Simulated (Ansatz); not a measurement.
The input, for Ansatz 0.2.0:

```yaml
crystal:
  periodic: [false, false, false]
  atoms:
    - {symbol: O, position_ang: [0.000000, -0.022550, 0.000000]}
    - {symbol: H, position_ang: [0.000000, 0.178970, 0.956278]}
    - {symbol: H, position_ang: [0.000000, 0.178970, -0.956278]}
basis:
  gaussian: {orbitals: aug-cc-pVDZ}
total_charge: -1
magnetization: {spin_polarized: false, initial_magnetization: 1}
correlation: {method: fic_mrcisd_q, electrons: outside_noble_gas, active_space: {window: {electrons: 3, orbitals: 3}}}
```

```sh
$ ansatz run in.yaml --threads 1 --pin off --events-out ev --progress --plain --max-ram 2393MiB
```

Output:

```
385 factors; integrals over basis functions are off by at most 6.5e-4 eV
mean field evaluation 1: about -2065.1439 eV, gradient 2.7e1 eV
mean field evaluation 2: about -2065.1444 eV, gradient 2.7e1 eV
mean field evaluation 4: about -2066.9766 eV, gradient 1.5e0 eV
mean field evaluation 8: about -2066.9881 eV, gradient 1.3e-4 eV
mean field evaluation 16: about -2066.5064 eV, gradient 2.8e-5 eV
mean field evaluation 32: about -2066.9880 eV, gradient 7.5e-2 eV
mean field -2066.98811058 eV, -75.9604120090 hartree, gradient 1.6e-6 eV, S^2 0.750000; 6 other end points of the search recorded, 0 dependent functions left out
reference -2066.98811058 eV, -75.9604120090 hartree; 6, 5 occupied and 35, 36 virtual orbitals, 385 factors
state -2067.48144153 eV, -75.9785415868 hartree
contracted CI cycle   1: correlation 0.00000000 eV, 0.0000000000 hartree, residual 2.61e1 eV
contracted CI cycle   2: correlation -5.43934968 eV, -0.1998924137 hartree, residual 4.78e0 eV
contracted CI cycle   3: correlation -5.66705360 eV, -0.2082603787 hartree, residual 1.29e0 eV
contracted CI cycle   4: correlation -5.68796882 eV, -0.2090289986 hartree, residual 4.01e-1 eV
contracted CI cycle   5: correlation -5.69002701 eV, -0.2091046358 hartree, residual 1.42e-1 eV
contracted CI cycle   6: correlation -5.69030052 eV, -0.2091146872 hartree, residual 5.20e-2 eV
contracted CI cycle   7: correlation -5.69033729 eV, -0.2091160383 hartree, residual 1.92e-2 eV
contracted CI cycle   8: correlation -5.69034211 eV, -0.2091162154 hartree, residual 6.25e-3 eV
contracted CI cycle   9: correlation -5.69034265 eV, -0.2091162353 hartree, residual 2.27e-3 eV
contracted CI cycle  10: correlation -5.69034273 eV, -0.2091162381 hartree, residual 8.58e-4 eV
state -2067.48144153 eV, -75.9785415868 hartree; corrected -2073.52229644 eV, -76.2005389104 hartree
Total energy: -2073.52229644 eV, -76.2005389104 hartree
```

For the same geometry and basis UCCSDT(Q) lies 107.8 meV lower.

Ran on 1 thread of Intel Xeon 6975P-C, shared host: 1.4 s wall, 0.19 GiB peak host memory.
